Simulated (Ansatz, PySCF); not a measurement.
Species: methylamine, CH₅N, charge 0, multiplicity 1. 
Geometry from a B3LYP-D3(BJ)/def2-TZVP (Ansatz, a quantum-chemistry and plane-wave program) optimisation:
```xyz
7

C      0.0542     0.7048     0.0003
N      0.0439    -0.7575     0.0005
H     -0.9369     1.1793    -0.0070
H     -0.4495    -1.1127     0.8106
H     -0.4377    -1.1131    -0.8166
H      0.5892     1.0603     0.8824
H      0.6020     1.0600    -0.8741
```
Charge 0, spin multiplicity 1.

Dipole moments at this geometry, in debye (magnitudes).

```
level                 program  dipole (D)
--------------------  -------  ----------
PBE/def2-TZVPD         Ansatz        1.25
BLYP/def2-TZVPD        Ansatz        1.25
r2SCAN/def2-TZVPD      Ansatz           …
PBE0/def2-TZVPD         PySCF        1.29
BHLYP/def2-TZVPD       Ansatz        1.33
r2SCAN0/def2-TZVPD     Ansatz        1.30
PW6B95/def2-TZVPD       PySCF        1.28
CAM-B3LYP/def2-TZVPD   Ansatz        1.33
wB97X-V/def2-TZVPD     Ansatz        1.33
CCSD(T)/aug-cc-pVDZ    Ansatz           …
```

**Question.** Some entries are withheld; supply them.

**Answer.** 
- r2SCAN/def2-TZVPD, dipole (D): 1.27
- CCSD(T)/aug-cc-pVDZ, dipole (D): 1.31

Measured: 1.31 D (NIST CCCBDB, as tabulated in the package chemicals), a vibrational average. This is an older compilation, not checked against later work.
